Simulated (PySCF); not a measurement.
# How methods differ on the ionisation energy of C

C [He] 2s2 2p2 (3P) → C⁺ [He] 2s2 2p1 (2P), as a difference of total energies. All numbers are calculated (PySCF 2.14, the spin-free X2C one-electron Hamiltonian (Gaussian nucleus), in x2c-TZVPall (5s3p2d1f, 31 functions)). Correlated levels: valence: 1s2 frozen. The calculations carry no spin-orbit coupling.

```json
{"method": "UHF", "ionisation energy (eV)": "10.797", "error (eV)": "-0.465"}
{"method": "BP86", "ionisation energy (eV)": "11.575", "error (eV)": "+0.313"}
{"method": "M06-L", "ionisation energy (eV)": "11.383", "error (eV)": "+0.121"}
{"method": "MP2 (valence)", "ionisation energy (eV)": "11.237", "error (eV)": "-0.025"}
{"method": "SCS-MP2 (valence)", "ionisation energy (eV)": "11.111", "error (eV)": "-0.151"}
{"method": "CCSD (valence)", "ionisation energy (eV)": "11.141", "error (eV)": "-0.121"}
{"method": "CCSD(T) (valence)", "ionisation energy (eV)": "11.166", "error (eV)": "-0.096"}
```

Reference: 11.262 eV (measured; NIST levels, between the centres of gravity of the two terms).

Errors of the correlated levels include the incompleteness of this basis and the frozen core.
